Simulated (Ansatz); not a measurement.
Species: CHO, SMILES `[CH]=O` (charge 0, multiplicity 2).

Q: Give a relaxed geometry from CAM-B3LYP-D3(BJ)/def2-TZVP run with Ansatz (a first-principles code).

A: the end point of this relaxation (outside a Z-matrix the atoms follow the SMILES, hydrogens last).
Bonds (Å): C1–O2 1.167, C1–H3 1.123. Bond angles (°): O2–C1–H3 124.6.
